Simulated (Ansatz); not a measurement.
bcc Na, treated with PBEsol in Ansatz (plane waves, PAW).

Numerical settings: plane-wave cutoff 520 eV, 18×18×18 k mesh, Fermi–Dirac smearing 0.1 eV, perturbation theory, force constants from a 6×6×6 q mesh, scalar-relativistic PAW data made under PBE.

Question: What does this level give for the zero-point energy?

Answer: 
* **zero-point energy**: 0.016 eV/atom

Ansatz is a program for electronic structure.
